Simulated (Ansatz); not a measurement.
A short molecular-dynamics run on Li2O⁻.

```yaml
crystal:
  periodic: [false, false, false]
  atoms:
    - {symbol: Li, position_ang: [1.375128, 0.529166, 0.299622]}
    - {symbol: Li, position_ang: [-1.261386, -0.813978, 0.084147]}
    - {symbol: O, position_ang: [-0.113741, 0.284811, -0.383768]}
basis:
  gaussian: {orbitals: "6-31G*"}
total_charge: -1
magnetization: {spin_polarized: false, initial_magnetization: 1}
hamiltonian: {xc: {name: BLYP}, dispersion: d4}
md: {timestep: 2 fs, n_steps: 15, ensemble: nvt_langevin, temperature: 1500, initial_velocities: maxwell_boltzmann, friction: 0.01, seed: 991}
scf: {omitted_lower_state_checks: [starts]}
```

```sh
$ ansatz run in.yaml --threads 4 --pin off --events-out ev --progress --plain --max-ram 3916MiB
```

```json
{"step": "0", "time (fs)": "0.0", "potential energy (eV)": "-2456.7146", "kinetic (eV)": "0.3878", "T (K)": "1000"}
{"step": "1", "time (fs)": "2.0", "potential energy (eV)": "-2456.7047", "kinetic (eV)": "0.3501", "T (K)": "903"}
{"step": "2", "time (fs)": "4.0", "potential energy (eV)": "-2456.6833", "kinetic (eV)": "0.3093", "T (K)": "798"}
{"step": "3", "time (fs)": "6.0", "potential energy (eV)": "-2456.6710", "kinetic (eV)": "0.2445", "T (K)": "631"}
{"step": "4", "time (fs)": "8.0", "potential energy (eV)": "-2456.6875", "kinetic (eV)": "0.2868", "T (K)": "740"}
{"step": "5", "time (fs)": "10.0", "potential energy (eV)": "-2456.7107", "kinetic (eV)": "0.3362", "T (K)": "867"}
{"step": "6", "time (fs)": "12.0", "potential energy (eV)": "-2456.7296", "kinetic (eV)": "0.3583", "T (K)": "924"}
{"step": "7", "time (fs)": "14.0", "potential energy (eV)": "-2456.7368", "kinetic (eV)": "0.4596", "T (K)": "1185"}
{"step": "8", "time (fs)": "16.0", "potential energy (eV)": "-2456.7198", "kinetic (eV)": "0.4092", "T (K)": "1055"}
{"step": "9", "time (fs)": "18.0", "potential energy (eV)": "-2456.6852", "kinetic (eV)": "0.4398", "T (K)": "1134"}
{"step": "10", "time (fs)": "20.0", "potential energy (eV)": "-2456.6570", "kinetic (eV)": "0.4382", "T (K)": "1130"}
{"step": "11", "time (fs)": "22.0", "potential energy (eV)": "-2456.6349", "kinetic (eV)": "0.4247", "T (K)": "1095"}
{"step": "12", "time (fs)": "24.0", "potential energy (eV)": "-2456.6162", "kinetic (eV)": "0.3713", "T (K)": "957"}
{"step": "13", "time (fs)": "26.0", "potential energy (eV)": "-2456.6032", "kinetic (eV)": "0.4203", "T (K)": "1084"}
{"step": "14", "time (fs)": "28.0", "potential energy (eV)": "-2456.5968", "kinetic (eV)": "0.4925", "T (K)": "1270"}
{"step": "15", "time (fs)": "30.0", "potential energy (eV)": "-2456.5984", "kinetic (eV)": "0.4653", "T (K)": "1200"}
```

Velocities are drawn at the set temperature; a run this short doesn't reach equilibrium. Under Langevin dynamics the printed temperature counts 3N degrees of freedom, so it starts below the set value.

The 6-31G sets use Cartesian d functions. The highest occupied level of an anion often lies above zero with these methods, and sets without diffuse functions describe the outer electron poorly.

With spin_polarized false and unpaired electrons the run is restricted open-shell.

Frames (Å, forces in eV/Å):

```xyz
3
time=0.0 fs
Li    1.375    0.529    0.300    0.235    0.082    0.061
Li   -1.261   -0.814    0.084   -0.210   -0.145    0.024
O    -0.114    0.285   -0.384   -0.025    0.063   -0.085
3
time=2.0 fs
Li    1.368    0.553    0.265    0.706    0.172    0.262
Li   -1.286   -0.818    0.074   -0.055   -0.004   -0.031
O    -0.099    0.276   -0.365   -0.651   -0.168   -0.231
3
time=4.0 fs
Li    1.367    0.575    0.234    1.117    0.273    0.412
Li   -1.307   -0.819    0.059    0.037    0.072   -0.055
O    -0.084    0.264   -0.347   -1.154   -0.345   -0.356
3
time=6.0 fs
Li    1.373    0.596    0.206    1.320    0.343    0.460
Li   -1.318   -0.826    0.039    0.082    0.105   -0.061
O    -0.074    0.252   -0.332   -1.402   -0.448   -0.399
3
time=8.0 fs
Li    1.389    0.620    0.179    1.156    0.327    0.370
Li   -1.324   -0.833    0.015    0.049    0.071   -0.044
O    -0.072    0.239   -0.322   -1.204   -0.398   -0.326
3
time=10.0 fs
Li    1.406    0.643    0.151    0.853    0.264    0.248
Li   -1.334   -0.835   -0.018   -0.038   -0.006   -0.017
O    -0.075    0.224   -0.318   -0.815   -0.258   -0.231
3
time=12.0 fs
Li    1.423    0.663    0.124    0.494    0.169    0.126
Li   -1.346   -0.839   -0.057   -0.139   -0.092    0.006
O    -0.083    0.208   -0.316   -0.355   -0.077   -0.132
3
time=14.0 fs
Li    1.445    0.682    0.094    0.062    0.037    0.001
Li   -1.354   -0.842   -0.099   -0.310   -0.233    0.035
O    -0.095    0.190   -0.315    0.248    0.196   -0.036
3
time=16.0 fs
Li    1.469    0.705    0.065   -0.351   -0.102   -0.097
Li   -1.359   -0.841   -0.142   -0.560   -0.435    0.061
O    -0.108    0.174   -0.315    0.912    0.537    0.036
3
time=18.0 fs
Li    1.495    0.733    0.041   -0.735   -0.247   -0.172
Li   -1.369   -0.846   -0.181   -0.694   -0.540    0.060
O    -0.121    0.160   -0.314    1.429    0.787    0.112
3
time=20.0 fs
Li    1.519    0.763    0.017   -1.010   -0.364   -0.214
Li   -1.392   -0.861   -0.220   -0.535   -0.410    0.030
O    -0.129    0.148   -0.317    1.545    0.774    0.184
3
time=22.0 fs
Li    1.538    0.789   -0.011   -1.166   -0.443   -0.227
Li   -1.418   -0.872   -0.261   -0.305   -0.223    0.006
O    -0.131    0.138   -0.325    1.471    0.666    0.221
3
time=24.0 fs
Li    1.552    0.807   -0.044   -1.251   -0.496   -0.220
Li   -1.439   -0.879   -0.305   -0.147   -0.099   -0.004
O    -0.129    0.126   -0.332    1.398    0.595    0.225
3
time=26.0 fs
Li    1.561    0.823   -0.078   -1.298   -0.533   -0.203
Li   -1.453   -0.887   -0.353   -0.012    0.004   -0.006
O    -0.126    0.117   -0.337    1.310    0.529    0.209
3
time=28.0 fs
Li    1.567    0.839   -0.115   -1.317   -0.558   -0.179
Li   -1.460   -0.896   -0.409    0.124    0.105    0.003
O    -0.121    0.111   -0.340    1.193    0.452    0.175
3
time=30.0 fs
Li    1.572    0.849   -0.155   -1.307   -0.565   -0.148
Li   -1.460   -0.904   -0.465    0.262    0.208    0.022
O    -0.111    0.109   -0.346    1.045    0.357    0.126
```

It took 13 s on 4 threads of Intel Xeon on a shared host.
